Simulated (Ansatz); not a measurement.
**The cluster CuBr2: structure and electronic state**

Aim: characterise the cluster CuBr2 as a doublet: its structure, frontier levels and distribution of charge and spin.

Computed with Ansatz 0.2.0, Gaussian basis. Level: UKS PBE0-D4/def2-TZVP.

Levels to be run: relaxation at PBE-D4/def2-TZVP; a search for the lowest solution at PBE0-D4/def2-SVP; a single point at PBE0-D4/def2-TZVP.

1 further run of the same task is left out (it didn't finish). Runs told in other sessions of the task aren't counted.

### Step 1. The starting structure

3 atoms, charge 0, spin multiplicity 2.

Atoms are counted from 1 here; the program's logs count them from 0.

Bond lengths: Cu1–Br2 2.223 Å, Cu1–Br3 2.224 Å. Angles: Br2–Cu1–Br3 179.1°.

No spin-orbit coupling is included.

The start is a GFN1-xTB geometry.

### Step 2. Relaxation at PBE-D4/def2-TZVP

in.yaml reads:

```yaml
crystal:
  periodic: [false, false, false]
  atoms:
    - {symbol: Cu, position_ang: [-0.007640, 0.002690, 0.009060]}
    - {symbol: Br, position_ang: [-1.249060, 1.246730, -1.351700]}
    - {symbol: Br, position_ang: [1.256690, -1.249410, 1.342640]}
basis:
  gaussian: {orbitals: def2-TZVP}
magnetization: {spin_polarized: true, initial_magnetization: 1}
hamiltonian: {xc: pbe, dispersion: d4}
scf: {lower_state_search: "off"}
output: {orbitals: {seedname: orbitals}}
relax: {f_tol: 0.02, max_steps: 100}
```

The run is started by

```sh
> ansatz run in.yaml --threads 4 --pin off --events-out ev --progress --plain --max-ram 3916MiB
```

Further steps of the session: Searching for the lowest solution, PBE0-D4/def2-SVP; Single point, PBE0-D4/def2-TZVP.

Q: Predict the results of all the runs planned. Wanted: point group; near neighbours of the metal; HOMO, LUMO at PBE0-D4/def2-TZVP; ⟨S²⟩; charge on the metal; spin on the metal; dipole at PBE-D4/def2-TZVP.

As calculated:

| quantity | value |
| --- | --- |
| point group | D∞h |
| near neighbours of the metal | Br 2.22, Br 2.22 Å |
| HOMO, LUMO at PBE0-D4/def2-TZVP (over both spins) | -8.32, -6.12 eV |
| ⟨S²⟩ | 0.756 |
| charge on the metal (Mulliken, PBE0-D4/def2-TZVP) | +0.41 e |
| spin on the metal (Mulliken) | 0.38 |
| dipole at PBE-D4/def2-TZVP | 0.02 D |

**Reading.** The molecule keeps its bonding pattern by the stored test; the atoms moved 0.00 Å (rms). Of 1 unpaired electron, 0.38 sit on the metal by Mulliken's count: the rest is spread on the ligands. No usable vibrations, so a minimum isn't proven. Whether this spin is the lowest isn't tested here.
